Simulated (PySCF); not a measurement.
# How the method moves the gas-phase deprotonation enthalpies of hydroperoxonium

Structure: `O[OH2+]` ([H3O2]+). Optimised structure (Å), atoms numbered from 1:
```
O     0.6610    0.2979    0.5812
O    -0.3426   -0.1537   -0.3162
H     1.2105    0.8557   -0.0125
H    -1.2129    0.1468    0.0432
H    -0.2981   -1.1409   -0.3309
```

All levels share the PBE0-D3(BJ)/ma-def2-SVP structures and the PBE0-D3(BJ)/ma-def2-SVP thermal terms; only the single-point energies (PySCF) change. Values are gas-phase deprotonation enthalpies (298 K, kJ/mol).

```jsonl
{"level": "LDA/ma-def2-TZVP", "O2": "647", "O1": "852", "abs. error": "19.0", "time": "5.4 s"}
{"level": "PBE0-D3(BJ)/6-31+G*", "O2": "657", "O1": "850", "abs. error": "9.5", "time": "1.7 s"}
{"level": "CAM-B3LYP-D3(BJ)/ma-def2-TZVP", "O2": "659", "O1": "851", "abs. error": "6.8", "time": "4 s"}
{"level": "PBE0-D3(BJ)/def2-SV(P)", "O2": "660", "O1": "880", "abs. error": "6.6", "time": "1.6 s"}
{"level": "BLYP-D3(BJ)/ma-def2-TZVP", "O2": "660", "O1": "848", "abs. error": "6.6", "time": "6.2 s"}
{"level": "PBE0-D3(BJ)/aug-pcseg-1", "O2": "660", "O1": "853", "abs. error": "6.1", "time": "2.5 s"}
{"level": "PBE0-D3(BJ)/pcseg-1", "O2": "661", "O1": "866", "abs. error": "5.5", "time": "1.7 s"}
{"level": "PBE0-D3(BJ)/ma-def2-SVP", "O2": "663", "O1": "862", "abs. error": "3.6", "time": "1.9 s"}
{"level": "ωB97M-D3(BJ)/ma-def2-TZVP (grid 3)", "O2": "663", "O1": "852", "abs. error": "3.2", "time": "7.9 s"}
{"level": "M06-2X/ma-def2-TZVP (grid 3)", "O2": "664", "O1": "858", "abs. error": "2.5", "time": "8.1 s"}
{"level": "PBE-D3(BJ)/ma-def2-TZVP", "O2": "664", "O1": "861", "abs. error": "2.4", "time": "6 s"}
{"level": "B3LYP-D3(BJ)/ma-def2-TZVP", "O2": "665", "O1": "855", "abs. error": "0.9", "time": "3.6 s"}
{"level": "PBE0-D3(BJ)/def2-SVPD", "O2": "666", "O1": "863", "abs. error": "0.3", "time": "2.5 s"}
{"level": "BP86-D3(BJ)/ma-def2-TZVP", "O2": "666", "O1": "861", "abs. error": "0.2", "time": "6.2 s"}
{"level": "PBE0-D3(BJ)/aug-cc-pVDZ", "O2": "668", "O1": "863", "abs. error": "1.9", "time": "2.6 s"}
{"level": "PBE0-D3(BJ)/6-311+G**", "O2": "669", "O1": "865", "abs. error": "2.4", "time": "2.3 s"}
{"level": "r2SCAN-D3(BJ)/ma-def2-TZVP (grid 3)", "O2": "669", "O1": "867", "abs. error": "2.7", "time": "12 s"}
{"level": "HSE06/ma-def2-TZVP", "O2": "670", "O1": "867", "abs. error": "3.4", "time": "7.7 s"}
{"level": "LC-ωPBE/ma-def2-TZVP", "O2": "670", "O1": "871", "abs. error": "3.5", "time": "6.8 s"}
{"level": "BHandHLYP/ma-def2-TZVP", "O2": "670", "O1": "857", "abs. error": "3.9", "time": "3.2 s"}
{"level": "M06/ma-def2-TZVP (grid 3)", "O2": "670", "O1": "864", "abs. error": "4.2", "time": "8.1 s"}
{"level": "PBE0-D3(BJ)/def2-TZVPD", "O2": "671", "O1": "867", "abs. error": "5.0", "time": "4.1 s"}
{"level": "PBE0-D3(BJ)/6-311++G(2d,2p)", "O2": "671", "O1": "867", "abs. error": "5.0", "time": "3 s"}
{"level": "PBE0-D3(BJ)/ma-def2-TZVP", "O2": "671", "O1": "869", "abs. error": "5.2", "time": "–"}
{"level": "ωB97X-D3(BJ)/ma-def2-TZVP", "O2": "672", "O1": "865", "abs. error": "5.3", "time": "3.7 s"}
{"level": "PBE0-D3(BJ)/6-31G", "O2": "673", "O1": "852", "abs. error": "6.8", "time": "1.3 s"}
{"level": "PBE0-D3(BJ)/jun-cc-pV(T+d)Z", "O2": "673", "O1": "869", "abs. error": "7.1", "time": "4.4 s"}
{"level": "PBE0-D3(BJ)/aug-cc-pVTZ", "O2": "674", "O1": "868", "abs. error": "7.6", "time": "6.7 s"}
{"level": "TPSS-D3(BJ)/ma-def2-TZVP (grid 3)", "O2": "674", "O1": "864", "abs. error": "7.6", "time": "11 s"}
{"level": "PBE0-D3(BJ)/pcseg-2", "O2": "674", "O1": "873", "abs. error": "8.0", "time": "3.7 s"}
{"level": "PBE0-D3(BJ)/def2-QZVPPD", "O2": "674", "O1": "870", "abs. error": "8.2", "time": "12 s"}
{"level": "PBE0-D3(BJ)/def2-TZVP", "O2": "675", "O1": "876", "abs. error": "8.8", "time": "3 s"}
{"level": "TPSSh-D3(BJ)/ma-def2-TZVP (grid 3)", "O2": "676", "O1": "867", "abs. error": "9.5", "time": "8.8 s"}
{"level": "PBE0-D3(BJ)/def2-QZVP", "O2": "676", "O1": "873", "abs. error": "9.6", "time": "9.5 s"}
{"level": "B97-2/ma-def2-TZVP", "O2": "677", "O1": "875", "abs. error": "11.2", "time": "3.2 s"}
{"level": "PBE0-D3(BJ)/def2-TZVPP", "O2": "678", "O1": "878", "abs. error": "11.5", "time": "3.8 s"}
{"level": "PBE0-D3(BJ)/6-31G*", "O2": "679", "O1": "892", "abs. error": "12.5", "time": "1.5 s"}
{"level": "M06-L/ma-def2-TZVP (grid 3)", "O2": "679", "O1": "874", "abs. error": "13.3", "time": "12 s"}
{"level": "PBE0-D3(BJ)/cc-pVTZ", "O2": "682", "O1": "885", "abs. error": "16.3", "time": "3.6 s"}
{"level": "OPBE/ma-def2-TZVP", "O2": "683", "O1": "892", "abs. error": "16.5", "time": "6.2 s"}
{"level": "HF/ma-def2-TZVP", "O2": "685", "O1": "853", "abs. error": "18.9", "time": "1.1 s"}
{"level": "PBE0-D3(BJ)/def2-SVP", "O2": "688", "O1": "905", "abs. error": "21.6", "time": "1.7 s"}
{"level": "PBE0-D3(BJ)/cc-pVDZ", "O2": "688", "O1": "901", "abs. error": "22.3", "time": "1.7 s"}
{"level": "ATcT 1.112", "O2": "666", "O1": "n/a", "abs. error": "", "time": ""}
```

Times are wall times for all single points of a level on 1 thread of Arm Neoverse N1, a shared host; the dash marks the run that also made the structures. BLYP, BP86, HSE06, LC-ωPBE, LDA, M06-L, OPBE, PBE, TPSS, r2SCAN ran on a slower path of this set-up, which computes the density-fitting integrals anew in every SCF cycle while the other levels store them. So the times needn't show the usual order of cost, and those levels read slower than they are.

Hartree-Fock leaves out electron correlation, so its deprotonation energies can be off by tens of kJ/mol.

The widest spread is that of O1: 57 kJ/mol, from 848 to 905.
